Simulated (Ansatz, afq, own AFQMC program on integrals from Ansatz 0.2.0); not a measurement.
# Where AFQMC and coupled cluster stand for HSBr, triplet

```xyz
3

Br    0.0000    0.0000   -1.5262
H     0.0000    0.0000   -0.1056
S     0.0000    0.0000    1.6318
```

Connectivity, by distances: Br ··· S, 1 bridging H.

Basis cc-pVTZ. Noble-gas cores (and the filled d shells of Ga–Kr and In–Xe) are frozen. AFQMC by an in-house program on the Cholesky factors that Ansatz 0.2.0 writes for its CCSD(T) run. The CISD trial takes its coefficients from CCSD amplitudes. Released means that phaseless walkers are propagated on without the constraint, phases kept. Error bars are statistical, one sigma. No spin–orbit coupling.

Determinant: UHF, the one that the program's search chose, which needn't be the lowest solution. The geometry is a point of a scan.

No full CI on the walks' own integrals is used here; CCSDT(Q) serves as the reference and is uncertain by about the last step of the cluster series.

Cautions: no relativity below Rb; no spin-orbit coupling; inner d shell frozen; lower spins were not checked.

The T1 diagnostic is 0.0119, the weight of the determinant in the CISD state is 0.858 and the ⟨S²⟩ of the determinant is 2.024. The size of the correlated space is 14 electrons in 72 orbitals.

| level | correlation energy (eV) |
| --- | --- |
| MP2 | -8.2739 |
| CCSD | -9.3471 |
| CCSD(T) | -9.7015 |

(1) Estimate where AFQMC with the constraint released lies against CCSD(T) on the same integrals.

(1) 44.8 ± 7.0 meV below CCSD(T).

Reference: CCSDT(Q), correlation energy -9.751 eV. The released energy is read at 1.62 1/Eh, later times being too noisy (meV from the phaseless value at times in 1/Eh: -11 ± 4 at 0.24, -13 ± 6 at 0.51, -16 ± 4 at 0.99, -16 ± 7 at 1.62, -19 ± 10 at 2.40).

| level | E − E(reference) (meV) | share of correlation (%) |
| --- | --- | --- |
| CCSD(T) | 49.8 | 99.49 |
| CCSDT | 14.2 | 99.85 |
| ph-AFQMC/CISD | 21.0 ± 4.9 | 99.78 |
| released AFQMC | 5.0 ± 7.0 | 99.95 |

A walk keeps the symmetry of its determinant, which the program's search chose and which needn't be the lowest solution, so a lower state of the same spin and another symmetry isn't excluded. Released energies are given only where the last usable release times agree within the noise; a slower fall can still hide under it.
